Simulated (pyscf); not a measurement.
Optimised with ωB97X-D3(BJ)/def2-SVP in PySCF.

Problem. For the elementary gas-phase step CH₄ + HO–Sn(OH)(OH)–OH → H₃C–Sn(OH)(OH)–OH + H₂O (singlet surface; C–H, O–Sn broken, C–Sn, H–O formed), what barrier and reaction energy does ωB97M-D3(BJ)/def2-TZVP give, measured from the separated reactants?

Solution. ΔE‡ = 1.78 eV, ΔE = +0.34 eV. Zero-point energy shifts the barrier by -0.03 eV. It is a four-centre exchange, with an imaginary mode of 1468i cm⁻¹. On the product side the descent ends in an adduct with a O–Sn contact (not fully relaxed), 0.59 eV under the separated species and 2.00 eV under the saddle at ωB97X-D3(BJ)/def2-TZVP. What is counted as broken (O–Sn) persists as a longer contact in the product adduct; parting that adduct is a step of its own. One saddle was located; it need not be the lowest between these sides. Elements past Kr carry the def2 core potentials, without spin-orbit coupling.
